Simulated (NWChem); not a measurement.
Species: hydrazine (N$_{2}$H$_{4}$); SMILES NN

Program: NWChem. Each level has its own optimisation; frequencies are unscaled.

```
level                                 r N–N (Å)  highest harmonic frequency (cm⁻¹)  lowest (cm⁻¹)  zero-point energy (kcal/mol)
------------------------------------  ---------  ---------------------------------  -------------  ----------------------------
Hartree-Fock/3-21G                        1.450                               3766            489                          35.3
B3LYP/3-21G                               1.464                               3473            464                          32.4
LDA (Slater exchange, VWN5)/def2-SVP      1.385                               3473            532                          32.2
CAM-B3LYP/def2-SVP                        1.408                               3592            500                          33.6
PBE-D3(BJ)/def2-SVP                       1.422                               3451            453                          32.3
```
